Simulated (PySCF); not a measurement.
methanol cation (CH₄O), SMILES CO (connectivity only; charge and spin as stated), charge +1, multiplicity 2.

Coordinates come from a ωB97X-D3(BJ)/def2-TZVP optimisation. The multiplicity is an assumed one; other spin states were not compared.

Two levels are set side by side: PBE/def2-TZVPD (PySCF) and B3LYP/def2-TZVPD (PySCF). Same geometry, gas phase. Differences are taken from unrounded values.

```tsv
quantity	B3LYP	PBE	PBE minus B3LYP
α-spin orbital gap (eV)	11.13	9.11	-2.02
β-spin orbital gap (eV)	4.60	2.22	-2.38
mean polarisability (bohr³)	18.4	18.2	-0.1
```

Rough cost on one machine, each run with all the roots and properties that it gave: B3LYP against PBE within a factor of 2.
